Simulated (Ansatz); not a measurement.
2H WS₂, treated with PBE (Ansatz, a first-principles code, plane waves, PAW).

Rigid layers of the crystal as relaxed at this level are moved apart or together:

```
run   k mesh  layer repeat (Å)  energy against free layers (meV/Å²)  gap on the mesh (eV)
---  -------  ----------------  -----------------------------------  --------------------
1    12×12×4              5.86                                15.09                 0.703
2    12×12×4              6.01                                 9.26                 0.836
3    12×12×4              6.16                                 5.53                 0.963
4    12×12×4              6.36                                 2.59                 1.121
5    12×12×4              6.66                                 0.53                 1.328
6    12×12×4              7.16                                -0.44                 1.562
7    12×12×2              8.16                                -0.35                 1.740
8    12×12×2             10.16                                -0.02                 1.808
```

The lowest energy of these points lies at a layer repeat of 7.16 Å.

Spin–orbit coupling is not included.

Note: the cell comes from a level without a dispersion term, which matters for the spacing of layers, chains or molecules.
